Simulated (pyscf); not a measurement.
This saddle point was located with ωB97X-D3(BJ)/def2-SVP in PySCF.

```xyz
8

As    -1.8633    -0.9749     0.7331
Si    -0.2591     0.5619    -0.0361
H     -1.2991    -2.0955    -0.1244
H     -2.8688    -0.5589    -0.3276
H     -0.0988     0.5208    -1.5904
H     -0.6706     1.9403     0.3600
H      1.0609     0.2444     0.5827
H      0.0396     0.4946    -2.8633
```
Charge 0, spin multiplicity 2.

Surface: doublet, charge 0. Lowest wavenumbers (cm⁻¹): 861i, 128, 144, 257, 383.

What reaction is this the transition state of?

H₃Si–AsH₂ (SMILES [SiH3][AsH2]) + H• (SMILES [H]) <-> •H₂Si–AsH₂ (SMILES [SiH2][AsH2]) + H₂ (SMILES [H][H]), a hydrogen abstraction read from left to right: H–Si broken and H–H formed. At ωB97M-D3(BJ)/def2-TZVP it lies +4.0 kcal/mol from the left side and +18.2 kcal/mol from the right (each side as separated species at their lowest minima found). •H₂Si–AsH₂ lies 16.5 kcal/mol over its isomer H₃Si–AsH• (electronic energy, ωB97M-D3(BJ)/def2-TZVP). This is the saddle that the search found; another between the same sides may lie lower. The angle at the transferred H is 180°. Elements up to Kr have no core potential and no relativistic terms here.
